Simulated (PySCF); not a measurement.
Species: C3H7Cl.
Atom-mapped SMILES: `[CH3:1][CH:2]([CH3:3])[Cl:4]` (hydrogens: H5, H6, H7 on C1; H8 on C2; H9, H10, H11 on C3)

All values: wB97X-D/pcSseg-2 (PySCF, non-relativistic), on one gas-phase PBE0-D3(BJ)/def2-TZVP geometry that isn't relaxed in the solvent. The solvent is an IEF-PCM continuum (van der Waals radii × 1.2). The model holds no explicit solvent molecules, cavitation or dispersion.

Gas phase at wB97X-D/pcSseg-2: HOMO -10.21 eV, LUMO 2.19 eV, dipole 2.28 D.

Q: What does the continuum do to the energy, the frontier levels and the dipole at wB97X-D/pcSseg-2 in chloroform?

A: 
```tsv
solvent	ε	E(solvent) − E(gas) (kcal/mol)	polarisation term (kcal/mol)	distortion of the solute (kcal/mol)	HOMO (eV)	LUMO (eV)	dipole (D)
chloroform	4.711	-2.13	-2.43	0.30	-10.31	2.40	2.83
```

The polarisation term is half the interaction of the solute with the surface charges that it induces; the rest is the cost of distorting the solute's density. The sum is the electrostatic part of solvation alone.

Q: Which radius a makes the point-dipole formula ΔE = −[(ε − 1)/(2ε + 1)]·μ²/a³ give the value in chloroform, with the gas-phase dipole?

A: μ = 0.897 au and |ΔE| = 0.00340 Eh give a = 2.32 Å; the farthest nucleus lies 2.18 Å from the centroid of the nuclei. The formula assumes a rigid point dipole at the centre of a sphere.

wB97X-D is run here without its empirical dispersion term; that term would change no orbital, density or response property at a fixed geometry.
